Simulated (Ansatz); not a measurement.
C3H4F2O, SMILES `CC(=O)C(F)F`, relaxed with RKS PBE-D4/def2-SVP in Ansatz 0.2.0 from a rough embedded geometry. The force threshold is 0.03 eV/Å; the program also tests the step.

The species carries charge 0 and has multiplicity 1.

Start:

```xyz
10

C     0.416    0.540    1.131
C    -0.447    0.467   -0.087
O    -1.280    1.320   -0.261
C    -0.298   -0.645   -1.093
F     1.045   -0.653   -1.576
F    -0.404   -1.896   -0.480
H     0.176    1.348    1.746
H     1.453    0.572    0.776
H     0.281   -0.457    1.726
H    -0.943   -0.594   -1.882
```

```json
{"step": "1", "energy (eV)": "-10636.9936", "largest force (eV/Å)": "5.595", "largest move (Å)": "0.000"}
{"step": "2", "energy (eV)": "-10637.4220", "largest force (eV/Å)": "1.898", "largest move (Å)": "0.060"}
{"step": "3", "energy (eV)": "-10637.4772", "largest force (eV/Å)": "0.373", "largest move (Å)": "0.031"}
{"step": "4", "energy (eV)": "-10637.4799", "largest force (eV/Å)": "0.207", "largest move (Å)": "0.028"}
{"step": "5", "energy (eV)": "-10637.4818", "largest force (eV/Å)": "0.048", "largest move (Å)": "0.014"}
{"step": "6", "energy (eV)": "-10637.4819", "largest force (eV/Å)": "0.019", "largest move (Å)": "0.002"}
```

End:

```xyz
10

C     0.426    0.495    1.125
C    -0.477    0.495   -0.082
O    -1.338    1.323   -0.315
C    -0.251   -0.667   -1.076
F     1.034   -0.610   -1.544
F    -0.412   -1.859   -0.425
H     0.195    1.357    1.774
H     1.484    0.529    0.793
H     0.302   -0.457    1.681
H    -0.963   -0.606   -1.930
```

Hardware: 4 threads of an Arm Neoverse V2 on a shared host. Wall time 6.5 s, peak host memory 0.14 GiB.
